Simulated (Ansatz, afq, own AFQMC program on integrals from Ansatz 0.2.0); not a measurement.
**Atomization energy of BSiH2, doublet**

```xyz
4

Si    0.0000   -0.0053    0.5948
B     0.0000   -0.0779   -1.2479
H     0.0000    1.1505   -0.7602
H     0.0000   -0.1670   -2.4296
```

Connectivity, by distances: Si–BH, 1 bridging H.

Atoms in their ground-state spins without spin–orbit coupling (mostly on UHF) minus the molecule (UHF), without zero-point energy. The geometry is a stationary point, not shown to be a minimum.

Basis cc-pVDZ. Only valence electrons are correlated. AFQMC by an in-house program on the Cholesky factors that Ansatz 0.2.0 writes for its CCSD(T) run. The CISD trial takes its coefficients from CCSD amplitudes. Released means that phaseless walkers are propagated on without the constraint, phases kept. Free projection: walkers drawn from exp(T), propagated without any constraint. Its projection time is finite, and what remains of the start isn't in its error. Error bars are statistical, one sigma. The errors of all members are added in quadrature.

No full CI on the walks' own integrals is used here; CCSDT(Q) serves as the reference and is uncertain by about the last step of the cluster series. Each member takes its own surest rung, up to full CI.

The best estimate is CCSD(T) at the basis-set limit (CBS: def2-TZVPP and def2-QZVPP, with their diffuse functions for anions and beside diffuse sets, CCSD(T) itself extrapolated) plus the step from CCSD(T) to CCSDT(Q) in cc-pVDZ. Rows without CBS are in cc-pVDZ, the functionals in def2-TZVP; B2PLYP and the wave-function rows carry a basis error of their own. Core correlation and relativity beyond core potentials are missing, and ± holds the sampling alone.

| level | atomization energy (kcal/mol) |
| --- | --- |
| MP2 | 232.3 |
| B2PLYP | 253.3 |
| PBE | 261.9 |

**Question.** From these cheaper values, estimate the atomization energy at the level of the best estimate.

**Answer.** 254.8 kcal/mol (best estimate, highest rung CCSDT(Q)).

```tsv
level	atomization energy (kcal/mol)	error against the best estimate (kcal/mol)
HF	185.2	-69.5
CCSD	227.8	-27.0
CCSD(T)	231.1	-23.7
ph-AFQMC/CISD	231.4 ± 0.2	-23.4 ± 0.2
released AFQMC	232.1 ± 0.4	-22.7 ± 0.4
free AFQMC	231.7 ± 0.4	-23.0 ± 0.4
HF/CBS	191.4	-63.4
MP2/CBS	254.6	-0.2
CCSD(T)/CBS	254.2	-0.6
r2SCAN	262.2	7.4
PBE0	258.4	3.6
B3LYP	256.9	2.1
wB97M-V	259.4	4.6
surest rungs in cc-pVDZ	231.7	-23.1
```

Correlation beyond CCSD(T) adds 0.6 kcal/mol. Going to the basis-set limit adds 23.1 kcal/mol at CCSD(T). The perturbative (T) step is worth +3.3 kcal/mol. The functionals spread over 8.9 kcal/mol; B2PLYP and B3LYP come nearest and r2SCAN is 7.4 kcal/mol too high.

Best estimates are given only where the step beyond CCSD(T) is under 0.3 eV and no member's determinant is very poor (T1 over 0.05, or 0.07 for open shells, ⟨S²⟩ too high by 0.3, two states mixed), so the hardest cases are missing from such tables.

The functionals ran in a triple-zeta set and keep a basis error of their own, a few kJ/mol for each bond in atomization energies and more for double hybrids, so close places among them and the extrapolated levels can swap.

Free projections are given only where their last times agree within the noise and don't stop above the reference; a slow remainder of the start can still hide under it. Each member of a difference takes its own highest rung, so a best estimate needn't equal the limit plus the step of one row. A walk keeps the symmetry of its determinant, which the program's search chose and which needn't be the lowest solution, so a lower state of the same spin and another symmetry isn't excluded. Released energies are given only where the last usable release times agree within the noise; a slower fall can still hide under it.
